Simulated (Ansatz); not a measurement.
Structure relaxation of AlO₂

The calculation used Ansatz 0.2.0, DFT r2SCAN, scalar-relativistic, plane waves, PAW.

The start is a database structure of AlO₂, space group Pnma (No. 62).

Input of the last, converged step (default PAW datasets):

```yaml
crystal:
  lattice:
    - [9.3096908045, 0.0, 0.0]
    - [0.0, 2.8876478175, 0.0]
    - [0.0, 0.0, 4.7344299313]
  atoms:
    - { symbol: Al, position: [0.1629425851, 0.25, 0.9511690385] }
    - { symbol: Al, position: [0.8370574149, 0.75, 0.0488309615] }
    - { symbol: Al, position: [0.3370574149, 0.75, 0.4511690385] }
    - { symbol: Al, position: [0.6629425851, 0.25, 0.5488309615] }
    - { symbol: O, position: [0.7729681748, 0.25, 0.2386084307] }
    - { symbol: O, position: [0.2270318252, 0.75, 0.7613915693] }
    - { symbol: O, position: [0.7270318252, 0.75, 0.7386084307] }
    - { symbol: O, position: [0.2729681748, 0.25, 0.2613915693] }
    - { symbol: O, position: [0.968758216, 0.25, 0.8452401922], spin: 0.96 }
    - { symbol: O, position: [0.031241784, 0.75, 0.1547598078], spin: 0.96 }
    - { symbol: O, position: [0.531241784, 0.75, 0.3452401922], spin: 0.96 }
    - { symbol: O, position: [0.468758216, 0.25, 0.6547598078], spin: 0.96 }
basis:
  ecutwfc: 500
kpoints:
  mp_grid: { grid: [4, 10, 6] }
hamiltonian:
  xc: r2scan
scf:
  occupations: { method: gaussian, width: 0.02 }
output:
  forces: true
  stress: true
  eigenvalues: true
  populations: true
magnetization:
  spin_polarized: true
relax:
  adjacent_minimum: "off"
  f_tol: 0.01
  max_steps: 80
  cell: { stress_tol: 0.05 }
```

Launched as:

```bash
ansatz run input.yaml --threads 1 --pin off --max-ram 2560MiB --backend cpu --events-out ev --progress --plain --runs-dir out
```

It took 9.3 min on 1 thread of Arm Neoverse V2, with other jobs on the host, peak memory 1.1 GiB.

The program printed at the end:

```
--- Stress (GPa, compression-positive) ---
        0.012063       0.000000       0.000000
        0.000000      -0.017949       0.000000
        0.000000       0.000000       0.009331
  P = ⅓ Tr σ = 0.0011 GPa (0.011 kbar)
  k-point 0 ↑: bands = ["-17.1014", "-16.9173", "-14.9876", "-14.5351", "-14.1719", "-13.9339", "-13.6981", "-13.6048", "-3.1195", "-1.7119", "-1.1605", "-0.9345", "-0.7119", "-0.1504", "-0.0631", "-0.0334", "0.7247", "0.8249", "1.6074", "1.6400", "1.6446", "1.7330", "1.8539", "2.1688", "2.2747", "2.5618", "2.6779", "2.6874", "2.9254", "2.9513", "3.7032", "4.0285", "10.7769", "12.7367", "13.9411", "14.0357", "15.1084", "15.3655", "15.5312", "16.0200", "16.0706", "17.5184", "17.9233", "18.3925"]
  k-point 1 ↑: bands = ["-17.0788", "-16.9187", "-14.9200", "-14.5041", "-14.2050", "-13.9338", "-13.8046", "-13.6371", "-3.0061", "-1.5232", "-1.3830", "-0.8193", "-0.6979", "-0.1354", "-0.0338", "0.1503", "0.5131", "0.9694", "1.4185", "1.6633", "1.6939", "1.7449", "1.8840", "2.2443", "2.3392", "2.4773", "2.4949", "2.6909", "2.9191", "2.9349", "3.5610", "3.8320", "11.1274", "12.9849", "13.9513", "14.0969", "15.0606", "15.1665", "15.8329", "15.9491", "16.2984", "17.3847", "17.7768", "18.4883"]
  k-point 2 ↑: bands = ["-17.0237", "-16.9305", "-14.7327", "-14.4173", "-14.3022", "-14.0434", "-13.9164", "-13.7387", "-2.7020", "-1.8106", "-1.0402", "-0.6367", "-0.5842", "-0.0992", "-0.0404", "0.0892", "0.6139", "1.1516", "1.1794", "1.6636", "1.7192", "1.8420", "1.9668", "1.9691", "2.1599", "2.3202", "2.5896", "2.7103", "2.8416", "2.9930", "3.2873", "3.3986", "11.9873", "13.5831", "13.7447", "14.2042", "15.0060", "15.1782", "15.7459", "15.8509", "17.0672", "17.1188", "17.7182", "18.6153"]
  k-point 71 ↓: bands = ["-13.8133", "-13.8133", "-13.8133", "-13.8133", "-13.0697", "-13.0697", "-13.0697", "-13.0697", "-1.7866", "-1.7866", "-1.7866", "-1.7866", "-0.2114", "-0.2114", "-0.2114", "-0.2114", "0.9844", "0.9844", "0.9844", "0.9844", "2.1306", "2.1306", "2.1306", "2.1306", "3.3130", "3.3130", "3.3130", "3.3130", "5.8055", "5.8055", "5.8055", "5.8055", "15.0072", "15.0072", "15.0072", "15.0072", "15.7051", "15.7051", "15.7051", "15.7051", "18.0793", "18.0793", "18.0793", "18.0793"]
--- Relaxed structure (3 steps of the walk, 3 accepted, 1 SCFs on fresh bases) ---
  F+E_penalty+E_count = -6718.06593112 eV   max|allowed force component| = 5.449e-3 eV/Å   (the final SCF, on the basis selected at the relaxed cell)
  cell:  # Å, volume = 127.3491 Å³
    - [9.313847, 0.0, 0.0]
    - [0.0, 2.887836, 0.0]
    - [0.0, 0.0, 4.734718]
  atoms:
    - { symbol: Al, position: [0.163035, 0.250000, 0.951028] }
    - { symbol: Al, position: [0.836965, 0.750000, 0.048972] }
    - { symbol: Al, position: [0.336965, 0.750000, 0.451028] }
    - { symbol: Al, position: [0.663035, 0.250000, 0.548972] }
    - { symbol: O, position: [0.773026, 0.250000, 0.238802] }
    - { symbol: O, position: [0.226974, 0.750000, 0.761198] }
    - { symbol: O, position: [0.726974, 0.750000, 0.738802] }
    - { symbol: O, position: [0.273026, 0.250000, 0.261198] }
    - { symbol: O, position: [0.968740, 0.250000, 0.845844] }
    - { symbol: O, position: [0.031260, 0.750000, 0.154156] }
    - { symbol: O, position: [0.531260, 0.750000, 0.345844] }
    - { symbol: O, position: [0.468740, 0.250000, 0.654156] }
--- Löwdin populations: 12 sites ---
  site symbol q [e]    m [muB]
     0     Al      1.6108    -0.0485
     1     Al      1.6108    -0.0485
     2     Al      1.6108    -0.0485
     3     Al      1.6108    -0.0485
     4      O      6.8722     0.0421
     5      O      6.8722     0.0421
     6      O      6.8722     0.0421
     7      O      6.8722     0.0421
     8      O      6.4077     1.0144
     9      O      6.4077     1.0144
    10      O      6.4077     1.0144
    11      O      6.4077     1.0144
  spilling = 0.007284 (of n_electrons = 60.000000)
```

Absolute energies hang on the potentials; compare differences alone.

The result has space group Pnma (No. 62). Around Al lie 4 O at 1.79–1.88 Å and 2 O at 2.13 Å; around O on Wyckoff site c (4 atoms of the primitive cell) lie 3 Al at 1.79–1.80 Å; around O on Wyckoff site c (4 atoms of the primitive cell) lie 1 Al at 1.88 Å, 2 Al at 2.13 Å and 2 O at 2.13 Å.

Against the elements it lies at -2.379 eV/atom. The zero of energy is the elements' standard structures at the same level (O₂ as a molecule); no fitted shifts are applied.

The magnetic state reached may not be the lowest.

Symmetry constrained the relaxation, so the result can be a saddle point.